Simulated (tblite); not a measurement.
# C3H7NO (propionamide) at GFN2-xTB

Aim: a geometry optimisation of C3H7NO (propionamide). Input form: a Python script.

The calculation is run with tblite 0.8.0.

17 further runs of the same task are left out: 17 set aside as unsound or not needed.

## Step 1: The system as given

C3H7NO has 12 atoms, charge 0, and is taken as a singlet. As SMILES, `CCC(N)=O`. The shape is that of a PBE0-D4/def2-TZVP optimisation. This is one conformer, not always the lowest. The run starts from this shape.

Bond lengths: C1–C2 1.515 Å, C2–C3 1.516 Å, C3–N4 1.358 Å, C3–O5 1.212 Å, C1–H6 1.092 Å, C1–H7 1.090 Å, C1–H8 1.091 Å, C2–H9 1.095 Å, C2–H10 1.097 Å, N4–H11 1.003 Å, N4–H12 1.005 Å. Some angles: C1–C2–C3 112.5°, C2–C3–N4 114.9°, C2–C3–O5 123.0°, N4–C3–O5 122.1°, C1–C2–H9 111.2°, C1–C2–H10 110.4°, C3–C2–H9 109.5°, C3–C2–H10 106.8°, C2–C1–H6 110.7°, C2–C1–H7 110.5°.

## Step 2: A structure relaxation at GFN2-xTB

Contents of input.xyz:

```xyz
12

C     -0.475890     1.606780    -0.209050
C     -0.119640     0.321070     0.508130
C      0.438390    -0.731980    -0.429520
N      0.413700    -1.999730     0.056320
O      0.890900    -0.470180    -1.523170
H     -0.802870     2.367890     0.501840
H      0.384180     1.986830    -0.760240
H     -1.278490     1.443470    -0.930430
H     -0.983820    -0.086450     1.042870
H      0.648260     0.508000     1.268280
H      0.058400    -2.213760     0.969150
H      0.826870    -2.731940    -0.494180
```

Contents of calc.py:

```python
import json
import numpy as np
from tblite.interface import Calculator
from tblite.interface import symbols_to_numbers
from scipy.optimize import minimize

symbols = list(map(str, np.loadtxt("input.xyz", skiprows=2, usecols=0, dtype=str, ndmin=1)))
numbers = np.array(symbols_to_numbers(symbols))
positions = np.loadtxt("input.xyz", skiprows=2, usecols=(1, 2, 3), ndmin=2) / 0.52917721

tb = Calculator("GFN2-xTB", numbers, positions, charge=0, uhf=0)
tb.set("verbosity", 0)
tb.set("accuracy", 0.01)
last, frames, energies, grads = [None], [], [], []

def fun(x):
    tb.update(x.reshape(-1, 3))
    last[0] = tb.singlepoint(last[0])
    return float(last[0].get('energy')), last[0].get('gradient').ravel()

def show(x):
    e, g = fun(x)
    frames.append(x.reshape(-1, 3).tolist())
    energies.append(e)
    grads.append(g.reshape(-1, 3).tolist())
    print(f"{len(energies) - 1:4d} {e:16.9f} {np.abs(g).max():12.3e} {np.linalg.norm(g):12.3e}")

print("step      energy/Eh       max grad     grad norm")
show(positions.ravel())
opt = minimize(fun, positions.ravel(), jac=True, method="BFGS", callback=show, options={"gtol": 3e-05, "maxiter": 500})
print("converged:", opt.success, "-", opt.message)
fun(opt.x)
res = last[0]
final = opt.x.reshape(-1, 3)
print("final geometry (angstrom)")
for s, p in zip(symbols, final * 0.529177210903):
    print(f"{s:<2} {p[0]:12.6f} {p[1]:12.6f} {p[2]:12.6f}")
print(f"Total energy: {res.get('energy') * 2625.4996:.8f} kJ/mol")
eps = np.atleast_2d(res.get("orbital-energies")) * 27.211386
occ = np.atleast_2d(res.get("orbital-occupations"))
filled = occ.sum(axis=0) if eps.shape[0] == 1 else occ[0]
homo = np.nonzero(filled > 0.5)[0].max()
print(f"HOMO {eps[0, homo]:.4f} eV")
if homo + 1 < eps.shape[1]:
    print(f"LUMO {eps[0, homo + 1]:.4f} eV, gap {eps[0, homo + 1] - eps[0, homo]:.4f} eV")
mu = res.get("dipole") * 2.541746
print(f"dipole: {np.linalg.norm(mu):.4f} D, components " + " ".join(f"{c:.4f}" for c in mu))
q = res.get("charges")
print("Charges:", " ".join(f"{s}{i + 1}={c:+.4f}" for i, (s, c) in enumerate(zip(symbols, q))))
out = {k: np.asarray(res.get(k)).tolist() for k in ("energy", "gradient", "charges", "dipole", "orbital-energies", "orbital-occupations")}
out.update(symbols=symbols, positions=(positions * 0.529177210903).tolist(), final=final.tolist(), frames=frames, step_energies=energies, grads=grads, success=bool(opt.success))
json.dump(out, open("results.json", "w"))
```

The run is started by

```bash
$ python calc.py
```

**Question.** What will come out? Wanted: total energy at the end; dipole moment; HOMO energy; LUMO energy; HOMO–LUMO gap.

Computed results:

Level: GFN2-xTB.

| quantity | value |
| --- | --- |
| total energy at the end | -16.98253 Eh |
| dipole moment | 4.18 D |
| HOMO energy | -10.69 eV |
| LUMO energy | -5.52 eV |
| HOMO–LUMO gap | 5.17 eV |

At the final geometry: Bond lengths: C1–C2 1.522 Å, C2–C3 1.521 Å, C3–N4 1.358 Å, C3–O5 1.208 Å, C1–H6 1.087 Å, C1–H7 1.087 Å, C1–H8 1.087 Å, C2–H9 1.093 Å, C2–H10 1.093 Å, N4–H11 1.004 Å, N4–H12 1.006 Å. Some angles: C1–C2–C3 111.6°, C2–C3–N4 113.5°, C2–C3–O5 124.6°, N4–C3–O5 122.0°, C1–C2–H9 110.3°, C1–C2–H10 110.3°, C3–C2–H9 108.3°, C3–C2–H10 108.3°, C2–C1–H6 110.6°, C2–C1–H7 110.1°. The optimisation took 108 steps and changed the energy by -0.011 eV. Mulliken charges run from -0.42 on O5 to +0.29 on C3.
